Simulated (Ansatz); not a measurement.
Basis-set extrapolation for C2H7NO2 (`NCOCO`) (PBE0-D4/def2-TZVP geometry, frozen core, Ansatz). Multiplicity 1, RHF reference.

```
                      def2-TZVPP   def2-QZVPP
                 HF  -284.085622  -284.099299
    MP2 correlation    -1.036427    -1.112916
CCSD(T) correlation    -1.107410      not run
```

Energies in hartree. Use E(X) = E(∞) + A·exp(−7.88·√X) for Hartree–Fock and E(X) = E(∞) + B·X^(−2.97) for correlation, with X = 3 and 4, and add CCSD(T) minus MP2 of the smaller set to the MP2 limit.

Problem. What is the CCSD(T) energy at the basis-set limit?

Solution. HF limit: -284.099299 + (-0.013677) × 0.13774 = -284.10118. MP2 limit: -1.112916 + (-0.076489) × 0.74074 = -1.16957. Higher-order term: -1.107410 − (-1.036427) = -0.07098. Total: -285.34173 hartree, 4.05 eV below CCSD(T)/def2-TZVPP.
